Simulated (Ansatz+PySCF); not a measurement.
Values are calculated unless marked as measured or tabulated.
A run of PySCF 2.14.0 on doublet ClO2 at this shape:

```
atom   x (Å)    y (Å)    z (Å)
  Cl  0.0000   0.1282  -1.6917
   O  0.0000  -0.4994   0.4371
   O  0.0000   0.3712   1.2546
```

Its results:

```yaml
Converged: yes
Reference_energy: -609.05656 hartree
Correlation_energy: -0.68083 hartree
Total_energy: -609.73740 hartree
Spin_squared_of_the_determinant: 0.771
```

Task: Which input gives this output? Name the method, the orbitals and the basis set, and write the input.

Result: UHF-MP2 in cc-pVTZ on O; cc-pV(T+d)Z on Cl.

```python
from pyscf import gto, scf, mp

# the (T+d) and (D+d) sets load through basis_set_exchange
mol = gto.M(atom="""
Cl 0.000000 0.128200 -1.691740
O 0.000000 -0.499410 0.437150
O 0.000000 0.371210 1.254590
""", basis={'Cl': 'cc-pv(t+d)z', 'O': 'cc-pvtz'}, charge=0, spin=1)
mf = scf.UHF(mol)
mf.kernel()
pt = mp.MP2(mf, frozen=7).run()
print(mf.e_tot, pt.e_corr, pt.e_tot)
```

This is not the lowest solution: another run reaches a determinant 2.34 eV lower.
